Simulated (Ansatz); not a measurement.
Consider the isomerisation: `N=CCN` → `CNC=N`.

Gas-phase electronic energies from Ansatz, PBE0-D4/def2-TZVP geometries. CCSD(T)/CBS is the MP2 limit (def2-TZVPP, def2-QZVPP) plus CCSD(T) − MP2 in def2-TZVPP, frozen cores. DFT in def2-TZVPP. Each species was taken in one conformer, which may not be the lowest.

`N=CCN`:

Z-matrix (Å, degrees):
```
C
C 1 1.501
N 1 1.442 2 116.8
H 1 1.098 2 107.8 3 123.8
H 1 1.098 2 107.8 3 -123.8
N 2 1.263 1 121.6 3 0.2
H 2 1.100 1 115.1 3 -179.8
H 3 1.014 1 109.0 2 -56.8
H 3 1.014 1 109.0 2 56.8
H 6 1.018 2 111.2 1 180.0
```

`CNC=N`:

```xyz
10

C     0.831   -0.071    0.825
N    -0.562   -0.042    0.476
C    -0.985    0.075   -0.813
N    -0.297    0.277   -1.862
H     0.928   -0.183    1.904
H     1.363   -0.899    0.342
H     1.325    0.863    0.540
H    -1.232   -0.348    1.158
H    -2.071   -0.002   -0.910
H     0.700    0.329   -1.659
```

Question: Is it downhill or uphill in electronic energy at CCSD(T)/CBS, and by how much? (An estimate is asked.)

Answer: Ansatz gave: Downhill: ΔE = -0.18 eV.

Question: What do these levels give: LDA (SPW92), ωB97M-V, PBE-QIDH, revPBE, CAM-B3LYP, SCS-MP2/def2-QZVPP? (Estimate.)

Answer: Computed: LDA (SPW92) -0.39, ωB97M-V -0.21, PBE-QIDH -0.24, revPBE -0.29, CAM-B3LYP -0.27, SCS-MP2/def2-QZVPP -0.20 eV.

Question: What do rigid-rotor, harmonic-oscillator terms from PBE0-D4/def2-TZVP frequencies (298.15 K, 1 bar) make of the CCSD(T)/CBS value? (Estimate.)

Answer: The calculation gave: ΔZPE = -0.01 eV, ΔH = -0.19 eV, ΔS = 2 J/(mol·K), ΔG = -0.19 eV.

Largest T1 diagnostic among the species: 0.013.

From PBE to PBE0 (25 % exact exchange), in def2-TZVPP and without D4, ΔE moves by +0.04 eV. Leaving LDA and LC-ωPBE aside and taking each functional with its dispersion term where it has one, the values, not all of them listed here, spread over 0.11 eV, from PBE-D4 to ωB97M-V. LDA lies −0.08 eV from PBE without D4.
